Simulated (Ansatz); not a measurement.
1T (CdI2-type) PdTe2 was calculated with PBEsol+SOC (Ansatz, a first-principles code, plane waves, PAW).

Output (set-up and result lines):

```
Crystal: 3 atoms, lattice volume = 71.701 Å³
Basis set: ecut = 520 eV, 1945 PW (Γ), exchange–correlation on 60×60×80 points (8 copies of the dense FFT grid, shifted against one another)
Bands: 60, of which v1, the nominal top of the filled ones, is band 50 counted from 1 (49 counted from 0)
Symmetry: 12 space group operations + 12 with time reversal
k-points: 394 of 3888
Initial density: superposition of atomic densities (chi_scale 0.1, normalization cell, long waves kept (reshape's long-wave potential 0.00 eV rms))
Functional: x = pbesol(κ = 0.804, μ = 0.12345679012345678), c = pbesol(β = 0.046)
spin=Noncollinear: Kerker preconditioning applied to the charge; magnetization (m_x, m_y, m_z) channels mix plain (no charge-response kernel on spin).
SCF 1 converged in 12 iterations: F = -20718.121068 eV  dr2 = 5.98e-11
SCF converged after 12 iterations
Free energy (F): -20718.121068 eV
Internal energy: -20718.108832 eV  (E = F + TS)
E sigma→0 (E₀):  -20718.114950 eV
Fermi energy:    13.074997 eV
--- Stress (GPa, compression-positive) ---
        0.468428       0.000000       0.000000
       -0.000000       0.468428      -0.000000
        0.000000      -0.000000       0.060405
  P = ⅓ Tr σ = 0.3324 GPa (3.324 kbar)
```

Q: Write an input file that could have produced this run (the log leaves some choices open).

A: Several could match; the one computed here: 
Ansatz 0.2 input:
```yaml
crystal:
  lattice:
    - [4.0239998702, 0.0, 0.0]
    - [-2.0119999351, 3.4848861124, 0.0]
    - [0.0, 0.0, 5.113]
  atoms:
    - { symbol: Te, position: [0.3333333333, 0.6666666667, 0.2670979808] }
    - { symbol: Te, position: [0.6666666667, 0.3333333333, 0.7329020192] }
    - { symbol: Pd, position: [0.0, 0.0, 0.0] }
basis:
  ecutwfc: 520
  ecutrho_ratio: 4
  xc_grid: 2
kpoints:
  mp_grid: { grid: [18, 18, 12] }
hamiltonian:
  xc: pbesol
  dispersion: none
  pseudopotentials: { kind: paw }
scf:
  occupations: { method: fermi_dirac, width: 0.05 }
  convergence: { dr2_threshold: 0.0000000003 }
output:
  forces: true
  stress: true
  eigenvalues: true
magnetization:
  noncollinear: true
  spin_orbit: true
```

The PAW data were made under PBE.

Note: cell and atoms aren't relaxed at this level (pressure 0.3 GPa).

Computing time: about 5 core-minutes (a rough figure).
